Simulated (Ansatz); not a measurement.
Ansatz input

```yaml
crystal:
  lattice:
    - [3.2322797444, 0.0, 0.0]
    - [-1.6161398722, 2.7992363708, 0.0]
    - [0.0, 0.0, 5.1149553802]
  atoms:
    - { symbol: Hf, position: [0.3333333333, 0.6666666667, 0.25] }
    - { symbol: Hf, position: [0.6666666667, 0.3333333333, 0.75] }
hamiltonian:
  xc: blyp
  pseudopotentials:
    kind: paw
    azcp:
      Hf: "pseudopotentials/Hf.paw.azcp"
basis:
  ecutwfc: 420
  fft_grid_basis: typed
kpoints:
  mp_grid: { grid: [18, 18, 10], shift: [0, 0, 0] }
magnetization:
  spin_polarized: false
scf:
  occupations: { method: fermi_dirac, width: 0.1 }
```

Terminal output

```
Engine: ansatz 0.2.0, x86_64-unknown-linux-gnu
Pseudopotentials: kind: paw
Pseudopotential: Hf, paw, valence charge 26, recommended cutoff 420 eV (normal) 
Functional definition: BLYP
  parameter beta = 0.0042
  parameter a = 0.04918
  parameter b = 0.132
  parameter c = 0.2533
  parameter d = 0.349
  exchange = b88_x(beta = beta)
  correlation = lyp_c(a = a, b = b, c = c, d = d)
Crystal: 2 atoms, lattice volume = 46.280 Å³
Basis set: ecut = 420 eV, 929 PW (Γ), exchange–correlation on 48×48×72 points (8 copies of the dense FFT grid, shifted against one another)
Bands: 32, of which v1, the nominal top of the filled ones, is band 26 counted from 1 (25 counted from 0)
Symmetry: 24 space group operations
Space group: P63/mmc (ITA 194), of the structure as read, at distance tolerance 3.6e-5 Å
k-points: 222 of 3240
Non-local potential: Hf, projectors of the file, l = 0: 3, l = 1: 2, l = 2: 2, l = 3: 3
PAW form: soft (Blöchl's): semilocal exchange-correlation on the pseudo side does not see the compensation charge
PAW frozen core: Hf, regenerated for the run's functional, and the local potential with it (the file was generated under x = pbe(κ = 0.804, μ = 0.2195149727645171), c = pbe(β = 0.06672455060314922))
PAW one-centre angular grid: Hf, 590 points (default); XC on 64 Gauss nodes
Initial density: superposition of atomic densities (neutral atoms: chi_scale 0, normalization atom), corrected by the library's trained network
Initial wavefunctions: pseudopotential atomic-orbital guess
Functional: x = b88, c = lyp
SCF iter   1: F=—  HF=-31490.048712 eV  |F-HF|=—  |Δ(HF+E_count)|=         —  Δρ=5.71e-3  dr2=1.22e-2  ethr=1.77e-3  ⟨swp⟩=4.3  Hψ=23234  notcnv=0
SCF iter   2: F=—  HF=-31490.048336 eV  |F-HF|=—  |Δ(HF+E_count)|=   3.76e-4  Δρ=3.77e-3  dr2=6.99e-3  ethr=2.34e-5  ⟨swp⟩=2.9  Hψ=14717  notcnv=0
SCF iter   3: F=—  HF=-31490.048717 eV  |F-HF|=—  |Δ(HF+E_count)|=   3.81e-4  Δρ=1.70e-3  dr2=1.29e-3  ethr=1.34e-5  ⟨swp⟩=2.0  Hψ=11115  notcnv=0
SCF iter   4: F=—  HF=-31490.048292 eV  |F-HF|=—  |Δ(HF+E_count)|=   4.25e-4  Δρ=3.67e-4  dr2=3.45e-5  ethr=2.48e-6  ⟨swp⟩=2.1  Hψ=11832  notcnv=0
SCF iter   5: F=—  HF=-31490.048320 eV  |F-HF|=—  |Δ(HF+E_count)|=   2.79e-5  Δρ=1.28e-4  dr2=8.20e-6  ethr=6.63e-8  ⟨swp⟩=2.0  Hψ=12951  notcnv=0
SCF iter   6: F=—  HF=-31490.048317 eV  |F-HF|=—  |Δ(HF+E_count)|=   2.29e-6  Δρ=3.77e-5  dr2=8.09e-7  ethr=1.58e-8  ⟨swp⟩=2.0  Hψ=11141  notcnv=0
SCF iter   7: F=-31490.048318 eV  HF=-31490.048318 eV  |F-HF|=1.58e-8  |Δ(HF+E_count)|=   1.96e-7  Δρ=1.17e-5  dr2=6.03e-8  ethr=1.92e-10  ⟨swp⟩=2.0  Hψ=22874  notcnv=0
SCF 1 converged in 7 iterations: F = -31490.048318 eV  dr2 = 6.03e-8
SCF converged after 7 iterations
Free energy (F): -31490.048318 eV
Harris-Foulkes:  -31490.048318 eV  (|F-HF|=1.58e-8)
Internal energy: -31489.988648 eV  (E = F + TS)
E sigma→0 (E₀):  -31490.018483 eV
Entropy (-TS):   -0.059670 eV (-29.835 meV/atom)
Fermi energy:    19.646124 eV
--- Per-component energies (eV) ---
  E_band       = 54.269989
  E_kinetic    = 848.000564
  E_local      = -10324.077113  (includes V_loc(G=0)·N_el)
  E_nonlocal   = -2492.107351
  E_hartree    = 4846.862933
  E_xc         = -594.530086
  E_vxc        = -522.487156  (∫ρ·V_xc dr)
  E_paw        = -13909.917800  (= ΣΔE_a)
  E_vpaw       = 2851.223749  (= ΣTr[D̂ρ^β])
  E_aug_tail   = -0.000003  (compensation charges beyond the density's cutoff)
  E_ewald      = -9864.383058
  E_core_change = 0.163265  (= ΣΔE_core)
  E_smearing   = -0.059670  (= −TS)
  E_closure    = 0.000000  (closes the sum)
  Σ components = -31490.048318   (vs F -31490.048318, Δ=0.00e0)
```
